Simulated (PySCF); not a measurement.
Ligands exchanged one at a time, Si Cl-H. All species are isolated molecules in the gas phase. Strings in code marks are SMILES.

All values below come from TPSSh-D3(BJ)/def2-TZVP // CAM-B3LYP-D3(BJ)/def2-TZVP (PySCF). Excitations are Tamm–Dancoff values on a coarser integration grid. The basis has no diffuse functions, so Rydberg states are missing or too high.

| species | T1 excitation (TDA) (eV) | dipole moment (D) | S1–T1 gap (TDA) (eV) | HOMO–LUMO gap (eV) |
|---|---|---|---|---|
| 0 of 4 Cl replaced by H (`[Si](Cl)(Cl)(Cl)Cl`) | 6.92 | 0.00 | 0.40 | 7.82 |
| 1 of 4 Cl replaced by H | ___ | 0.76 | 0.44 | ___ |
| 2 of 4 Cl replaced by H (`Cl[SiH2]Cl`) | 7.18 | 1.14 | 0.34 | 8.15 |
| 3 of 4 Cl replaced by H | 7.00 | 1.26 | 0.38 | 7.97 |
| 4 of 4 Cl replaced by H (`[SiH4]`) | – | ___ | – | ___ |

Task: What belongs in the gaps?

Result: 
- 1 of 4 Cl replaced by H, T1 excitation (TDA) (eV): 7.22
- 1 of 4 Cl replaced by H, HOMO–LUMO gap (eV): 8.19
- 4 of 4 Cl replaced by H (`[SiH4]`), dipole moment (D): 0.00
- 4 of 4 Cl replaced by H (`[SiH4]`), HOMO–LUMO gap (eV): 10.11
